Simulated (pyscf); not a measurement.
This saddle point was located with ωB97X-D3(BJ)/def2-SVP in PySCF.

```
Si
O 1 1.6878
H 2 0.9647 1 116.52
H 1 1.7711 2 124.73 3 -89.07
Si 4 1.7211 1 94.49 2 0.98
Cl 4 1.7332 5 162.07 1 177.36
H 5 1.4829 4 116.33 6 107.91
H 5 1.4865 7 111.18 4 97.12
H 5 1.4867 7 112.79 8 124.37
Si 1 2.3192 2 108.27 3 163.16
H 10 1.4856 1 109.28 2 -137.34
H 10 1.4877 11 111.95 1 120.40
H 10 1.4949 11 109.43 12 120.71
Si 1 2.3245 2 111.99 3 20.27
H 14 1.4847 1 110.39 2 134.80
H 14 1.4877 15 112.50 1 -122.30
H 14 1.5007 15 108.94 16 -119.36
```
Charge 0, spin multiplicity 1.

Surface: singlet, charge 0. Lowest wavenumbers (cm⁻¹): 850i, 56, 77, 130, 135.

Question: Name the species on either side of this saddle.

Answer: `[OH][Si]([SiH3])([SiH3])[SiH3]` + `[ClH]` ⇌ `[OH][Si]([SiH3])([SiH3])[Cl]` + `[SiH4]`, a four-centre exchange read from left to right: Si–Si, Cl–H broken and Cl–Si, H–Si formed. At ωB97M-D3(BJ)/def2-TZVP it lies +23.0 kcal/mol from the left side and +50.2 kcal/mol from the right (each side as separated species at their lowest minima found). At the saddle there is also a short H–Si contact that neither side keeps. This is the saddle that the search found; another between the same sides may lie lower.
